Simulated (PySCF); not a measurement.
**Functional dependence of a UV spectrum**

C2H6.
SMILES: `CC`

Linear-response calculations in the def2-SVPD basis (PySCF; singlets by full response, triplets Tamm–Dancoff, core orbitals frozen in the response; HF means time-dependent Hartree–Fock). 'Strongest' is the level of largest summed f among the singlets computed (10 roots, of which the last may lack a degenerate partner); it can jump between rows when another state enters that window. S1 is the lowest singlet of each run and needn't be the same state throughout; f(S1) is that of one state. Isolated species at its PBE0-D3(BJ)/def2-SVP geometry, gas phase.

```tsv
functional	kind	S1 (eV)	f(S1)	strongest (eV)	T1 (eV)	HOMO (eV)	gap (eV)	ionisation energy, ΔSCF (eV)
PBE0	global hybrid, 25% exact exchange	9.08	0.000	11.32	8.77	-9.54	10.45	12.16
BHandHLYP	global hybrid, 50% exact exchange	9.52	0.000	11.39	9.17	-10.96	12.30	13.01
CAM-B3LYP	range-separated hybrid	9.16	0.000	10.13	8.86	-11.01	12.51	12.33
wB97X-D	range-separated hybrid	9.43	0.000	11.31	9.25	-11.48	14.03	12.28
LC-wPBE	range-separated hybrid	9.76	0.000	11.79	9.35	-12.40	14.99	12.48
```

S1 runs from 9.08 eV (PBE0) to 9.76 eV (LC-wPBE), a spread of 0.68 eV, while the orbital gap spreads over 4.5 eV. −ε(HOMO) comes closest to its own ΔSCF ionisation energy with LC-wPBE (-0.08 eV) and misses most with PBE0 (-2.62 eV).
